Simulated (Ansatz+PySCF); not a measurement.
A calculation with Ansatz (development build ahead of 0.2.0).

```yaml
crystal:
  periodic: [false, false, false]
  atoms:
    - { symbol: C, position_ang: [0.0, 0.0, 0.0] }
    - { symbol: C, position_ang: [0.73813, 0.0, 1.09433] }
    - { symbol: C, position_ang: [-0.73813, 0.0, 1.09433] }
basis:
  gaussian: { orbitals: cc-pVTZ }
hamiltonian:
  xc: hf
correlation:
  method: mp2
  frozen_orbitals: { C: 1 }
scf:
  omitted_lower_state_checks: [stability, starts, atomic_configurations, cluster_reference, orbital_swaps, given_window_search, neighbouring_geometries, increment]
```

The input is written out in the form of the current development build from the run's settings.

Results

| Quantity | Value |
| --- | --- |
| Converged | yes |
| Reference energy | -113.34115 hartree |
| Correlation energy | -0.41188 hartree |
| Total energy | -113.75302 hartree |
| Spin squared of the determinant | 0.000 |
| Occupied orbitals by symmetry in an Abelian subgroup (alpha; beta) | 5 A1 1 B1 3 B2; 5 A1 1 B1 3 B2 |

Caution: large share of triples, a single reference is doubtful.
